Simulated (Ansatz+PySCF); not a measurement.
Values are calculated unless marked as measured or tabulated.
**Several solutions for triplet B₂**

```yaml
atoms:
  - { symbol: B, position_ang: [0.0000, 0.0000, -0.9049] }
  - { symbol: B, position_ang: [0.0000, 0.0000, 0.9049] }
```

Basis set: 6-31G (spherical functions). Charge 0, multiplicity 3.

PBE0 (unrestricted) was run from several starts with Ansatz (development build ahead of 0.2.0) and PySCF 2.14.0.

```
run  program                        start  converged  energy (hartree)  <S²>
  A    PySCF             program defaults        yes         -49.31012  2.00
  B   Ansatz  search for the lowest state        yes         -49.31536  2.48
  C   Ansatz      stability test followed        yes         -49.31536  2.48
  D   Ansatz      atomic start, no search        yes         -49.31012  2.00
```

Which runs reached the lowest solution of this kind, and what is wrong with the others?

B, C reached the lowest solution found. Converged but too high: A by 0.14 eV, D by 0.14 eV. Convergence only shows a stationary point, and even a stable one can lie too high; stability tests and further starts are what find lower ones. Caution: the unrestricted determinant is spin contaminated.
